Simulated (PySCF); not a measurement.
## Broadened absorption spectrum of 1,3,5-triazine

1,3,5-triazine, C₃H₃N₃.
SMILES: `c1ncncn1`

Theory: PySCF 2.14.0, density-fitted response routines, TDDFT CAM-B3LYP/def2-SVPD, vertical, gas phase, core orbitals frozen in the response. Isolated species at its PBE0-D3(BJ)/def2-SVP geometry, gas phase.

Each state is given a Gaussian of 0.25 eV full width at half maximum, with ε(max) = 2.175×10⁸ f / Δν̃ (Δν̃ the width in cm⁻¹). The width is an assumption, not a result. The curve ends short of the highest state used, and states not computed would add to its high-energy end.

```json
{"E (eV)": "4.37", "ε (L mol⁻¹ cm⁻¹)": "0"}
{"E (eV)": "4.42", "ε (L mol⁻¹ cm⁻¹)": "0"}
{"E (eV)": "4.47", "ε (L mol⁻¹ cm⁻¹)": "2"}
{"E (eV)": "4.53", "ε (L mol⁻¹ cm⁻¹)": "11"}
{"E (eV)": "4.58", "ε (L mol⁻¹ cm⁻¹)": "44"}
{"E (eV)": "4.63", "ε (L mol⁻¹ cm⁻¹)": "140"}
{"E (eV)": "4.69", "ε (L mol⁻¹ cm⁻¹)": "416"}
{"E (eV)": "4.74", "ε (L mol⁻¹ cm⁻¹)": "808"}
{"E (eV)": "4.79", "ε (L mol⁻¹ cm⁻¹)": "1258"}
{"E (eV)": "4.85", "ε (L mol⁻¹ cm⁻¹)": "1596"}
{"E (eV)": "4.90", "ε (L mol⁻¹ cm⁻¹)": "1525"}
{"E (eV)": "4.95", "ε (L mol⁻¹ cm⁻¹)": "1167"}
{"E (eV)": "5.01", "ε (L mol⁻¹ cm⁻¹)": "632"}
{"E (eV)": "5.06", "ε (L mol⁻¹ cm⁻¹)": "297"}
{"E (eV)": "5.11", "ε (L mol⁻¹ cm⁻¹)": "112"}
{"E (eV)": "5.17", "ε (L mol⁻¹ cm⁻¹)": "26"}
{"E (eV)": "5.22", "ε (L mol⁻¹ cm⁻¹)": "6"}
{"E (eV)": "5.27", "ε (L mol⁻¹ cm⁻¹)": "1"}
{"E (eV)": "5.33", "ε (L mol⁻¹ cm⁻¹)": "0"}
{"E (eV)": "5.38", "ε (L mol⁻¹ cm⁻¹)": "0"}
{"E (eV)": "5.43", "ε (L mol⁻¹ cm⁻¹)": "0"}
{"E (eV)": "5.49", "ε (L mol⁻¹ cm⁻¹)": "0"}
{"E (eV)": "5.54", "ε (L mol⁻¹ cm⁻¹)": "0"}
{"E (eV)": "5.59", "ε (L mol⁻¹ cm⁻¹)": "0"}
{"E (eV)": "5.65", "ε (L mol⁻¹ cm⁻¹)": "0"}
{"E (eV)": "5.70", "ε (L mol⁻¹ cm⁻¹)": "0"}
{"E (eV)": "5.75", "ε (L mol⁻¹ cm⁻¹)": "0"}
{"E (eV)": "5.81", "ε (L mol⁻¹ cm⁻¹)": "0"}
{"E (eV)": "5.86", "ε (L mol⁻¹ cm⁻¹)": "0"}
{"E (eV)": "5.91", "ε (L mol⁻¹ cm⁻¹)": "0"}
{"E (eV)": "5.97", "ε (L mol⁻¹ cm⁻¹)": "0"}
{"E (eV)": "6.02", "ε (L mol⁻¹ cm⁻¹)": "0"}
{"E (eV)": "6.07", "ε (L mol⁻¹ cm⁻¹)": "0"}
{"E (eV)": "6.13", "ε (L mol⁻¹ cm⁻¹)": "0"}
{"E (eV)": "6.18", "ε (L mol⁻¹ cm⁻¹)": "0"}
{"E (eV)": "6.23", "ε (L mol⁻¹ cm⁻¹)": "0"}
{"E (eV)": "6.29", "ε (L mol⁻¹ cm⁻¹)": "0"}
{"E (eV)": "6.34", "ε (L mol⁻¹ cm⁻¹)": "0"}
{"E (eV)": "6.39", "ε (L mol⁻¹ cm⁻¹)": "0"}
{"E (eV)": "6.45", "ε (L mol⁻¹ cm⁻¹)": "0"}
{"E (eV)": "6.50", "ε (L mol⁻¹ cm⁻¹)": "0"}
{"E (eV)": "6.55", "ε (L mol⁻¹ cm⁻¹)": "0"}
{"E (eV)": "6.61", "ε (L mol⁻¹ cm⁻¹)": "0"}
{"E (eV)": "6.66", "ε (L mol⁻¹ cm⁻¹)": "0"}
{"E (eV)": "6.71", "ε (L mol⁻¹ cm⁻¹)": "0"}
{"E (eV)": "6.77", "ε (L mol⁻¹ cm⁻¹)": "0"}
{"E (eV)": "6.82", "ε (L mol⁻¹ cm⁻¹)": "0"}
{"E (eV)": "6.87", "ε (L mol⁻¹ cm⁻¹)": "0"}
{"E (eV)": "6.92", "ε (L mol⁻¹ cm⁻¹)": "0"}
{"E (eV)": "6.98", "ε (L mol⁻¹ cm⁻¹)": "0"}
{"E (eV)": "7.03", "ε (L mol⁻¹ cm⁻¹)": "0"}
{"E (eV)": "7.08", "ε (L mol⁻¹ cm⁻¹)": "0"}
{"E (eV)": "7.14", "ε (L mol⁻¹ cm⁻¹)": "0"}
{"E (eV)": "7.19", "ε (L mol⁻¹ cm⁻¹)": "0"}
{"E (eV)": "7.24", "ε (L mol⁻¹ cm⁻¹)": "0"}
{"E (eV)": "7.30", "ε (L mol⁻¹ cm⁻¹)": "0"}
```

(1) Where are the band maxima, and which computed states make them?

(2) On this curve, what absorbance would a 10⁻⁴ mol/L sample give at 248 nm over a 1 cm path?

(3) Coming from long wavelengths, where does ε first pass 100 L mol⁻¹ cm⁻¹?

Answers

(1) 255 nm (4.86 eV), ε about 1600, made up of S4 (100%) (ε in L mol⁻¹ cm⁻¹; maxima over ε = 5, shares over 10%). At its high-energy end, 7.30 eV, the curve is still rising (ε about 0.0061, from S7 and S8). The states used: S1 4.74 eV (f 0.0000); S2 4.83 eV (f 0.0000); S3 4.83 eV (f 0.0000); S4 4.86 eV (f 0.015); S5 6.34 eV (f 0.0000); S6 7.24 eV (f 0.0000); S7 7.69 eV (f 0.0000); S8 7.69 eV (f 0.0000); S9 7.90 eV (f 0.018); S10 7.90 eV (f 0.018).

(2) 248 nm is 4.999 eV, where ε is about 720 L mol⁻¹ cm⁻¹, so A = ε c l ≈ 0.072 (Beer–Lambert, with the gas-phase spectrum and the assumed width).

(3) At about 269 nm (4.61 eV), 0.13 eV below S1.

The vertical ionisation energy (ΔSCF) is 10.60 eV, 2.70 eV above S10.

Time: 54 s; peak memory 0.62 GiB. Hardware: one thread of an Arm Neoverse V1, no GPU, shared host with 64 logical CPUs at a one-minute load of 29.
